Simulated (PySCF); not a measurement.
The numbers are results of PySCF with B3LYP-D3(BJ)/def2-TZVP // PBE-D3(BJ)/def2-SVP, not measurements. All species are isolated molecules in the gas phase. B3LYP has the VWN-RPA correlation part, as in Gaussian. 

Reference species (SMILES): `C[N]C` (neutral, multiplicity 2).

```
Quantity       Result
-------------  ------
dipole moment  1.72 D
```

Changed species: `[OH]` (free radical OH; the reference has free radical N(CH3)2).

### Question
Predict the effect on the dipole moment.

### Answer
the dipole moment rises by 0.06 D, to 1.78 D.
